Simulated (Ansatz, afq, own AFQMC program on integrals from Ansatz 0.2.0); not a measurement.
Two steps: Ansatz 0.2.0 writes the Fock matrix and Cholesky factors of the valence space, and afq projects on them the lowest state that overlaps trial and start.

```yaml
crystal:
  periodic: [false, false, false]
  atoms:
    - {symbol: H, position_ang: [0.000000, 0.000000, -0.936667]}
    - {symbol: H, position_ang: [0.000000, 0.000000, -0.092667]}
    - {symbol: O, position_ang: [0.000000, 0.000000, 1.029333]}
basis:
  gaussian: {orbitals: cc-pVTZ}
magnetization: {spin_polarized: true, initial_magnetization: 2}
correlation: {method: ccsd_t, electrons: outside_noble_gas, hamiltonian_folder: ham}
```

```sh
$ ansatz run in.yaml --threads 1 --pin off --events-out ev --progress --plain --max-ram 16896MiB --backend cuda --devices 0, --max-vram 18GiB
```

Options of the walk:

```
--method phaseless --trial hf --walkers 4000 --populations 20 --least-time 40 --time-step 0.005 --steps-per-block 20 --equilibration-blocks 112 --max-blocks 4000 --target-error 0.0008500 --factor-cut 1e-05 --start spin_pure --seed 2988 --taylor-order 6
```

Times are imaginary, in 1/Eh. The walk had a cap of 76 s. With eight or more populations the least sampling time is a fifth of least-time, and the error comes from their spread.

Log:

```
orbitals 57  electrons 5 3  factors 331 of 332
reference energy -75.88741117 Eh
CCSD correlation -0.22481174 Eh in 11 cycles, weight of the determinant in the CISD state 0.9344
energy of the start -75.888612 Eh
 block  time / (1/Eh)  mean weight  energy / Eh
     1     0.100  1.0018  -75.977895
     2     0.200  1.0019  -76.025333
     3     0.300  1.0017  -76.055003
     4     0.400  1.0015  -76.070222
     5     0.500  1.0008  -76.083332
    10     1.000  1.0005  -76.105941
    29     2.900  0.9998  -76.118893
    49     4.900  1.0004  -76.116696
    69     6.900  1.0000  -76.117622
    89     8.900  1.0002  -76.113577
   109    10.900  1.0004  -76.113026
   121    12.100  1.0001  -76.123106
   129    12.900  1.0003  -76.115967
   149    14.900  0.9997  -76.113752
   161    16.100  0.9993  -76.108574
   169    16.900  1.0003  -76.113911
   189    18.900  1.0005  -76.112153
error from the spread of 20 populations
energy -76.114165 +/- 0.000729 Eh
(rows thinned)
```

The run passed its tests (sampling time, drift between the halves within three errors, error under three times the target), which doesn't prove that it has relaxed.

Against this walk (error 19.8 meV) on the same determinant: CCSD(T) 101.0 meV lower, CCSDT(Q) 120.2 meV lower, a separate phaseless walk with a CISD trial and standard settings 106.8 ± 19.9 meV lower. The error is statistical and leaves out the bias of the constraint. CCSDT(Q) is the surest value here, so the walk's 120 meV above it is most likely the bias of the constraint with this trial, which can have either sign.

Cautions: constraint bias not in the error; lower spins were not checked.

The walk took 46 s on 1 × NVIDIA H100 80GB HBM3 with 2 threads of AMD EPYC 7R13 Processor (Zen 3), on a shared host (the card was shared). The log's last line is the phaseless energy.

CCSDT and higher add their correlation energy to the determinant of the CCSD(T) run, since their own runs factorise the integrals more tightly (a shift of under 2 meV). A walk keeps the symmetry of its determinant, which the program's search chose and which needn't be the lowest solution, so a lower state of the same spin and another symmetry isn't excluded.
